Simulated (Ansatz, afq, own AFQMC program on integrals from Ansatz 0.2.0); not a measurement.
# Where AFQMC and coupled cluster stand for HfCl, doublet

```xyz
2

Hf    0.0000    0.0000    0.0000
Cl    0.0000    0.0000    2.3043
```

Basis def2-SVP with its core potentials. Only valence electrons are correlated. AFQMC by an in-house program on the Cholesky factors that Ansatz 0.2.0 writes for its CCSD(T) run. The CISD trial takes its coefficients from CCSD amplitudes. Released means that phaseless walkers are propagated on without the constraint, phases kept. Error bars are statistical, one sigma. No spin–orbit coupling. The metal's outer-core s and p shells are frozen, which shifts wave-function levels against functionals.

Determinant: ROHF, the one that the program's search chose, which needn't be the lowest solution. The geometry is a PBE0/def2-TZVP stationary point of this or a neighbouring charge and spin state.

No full CI on the walks' own integrals is used here; CCSDT(Q) serves as the reference and is uncertain by about the last step of the cluster series.

Cautions: no spin-orbit coupling; outer-core shells of the metal frozen; a spin-contaminated unrestricted determinant lies lower (UHF 202 meV lower, ⟨S²⟩ 1.09); the released energies have errors that jump between times, so the bars are unsure, so no released level is given (meV from the phaseless value at times in 1/Eh: -12 ± 3 at 0.60, 10 ± 27 at 1.20, -19 ± 4 at 2.00, -23 ± 8 at 3.00, -35 ± 6 at 4.20), though the last usable value meets CCSDT(Q) within the noise; CCSDT(Q) on the UHF determinant differs (32 meV lower), perhaps since the unrestricted series falls towards higher spin.

The T1 diagnostic is 0.0282. The weight of the determinant in the CISD state is 0.854 and the size of the correlated space is 11 electrons in 41 orbitals.

| level | correlation energy (eV) |
| --- | --- |
| MP2 | -5.0596 |
| CCSD | -5.6717 |
| CCSD(T) | -5.8531 |

**Question.** Estimate where phaseless AFQMC with a CISD trial lies against CCSD(T) on the same integrals.

**Answer.** 0.31 ± 0.09 kcal/mol below CCSD(T).

Reference: CCSDT(Q), correlation energy -5.894 eV.

| level | E − E(reference) (kcal/mol) | share of correlation (%) |
| --- | --- | --- |
| CCSD(T) | 0.94 | 99.31 |
| CCSDT | 0.24 | 99.82 |
| ph-AFQMC/HF | 0.35 ± 0.46 | 99.74 |
| ph-AFQMC/CISD | 0.63 ± 0.09 | 99.54 |

A walk keeps the symmetry of its determinant, which the program's search chose and which needn't be the lowest solution, so a lower state of the same spin and another symmetry isn't excluded.
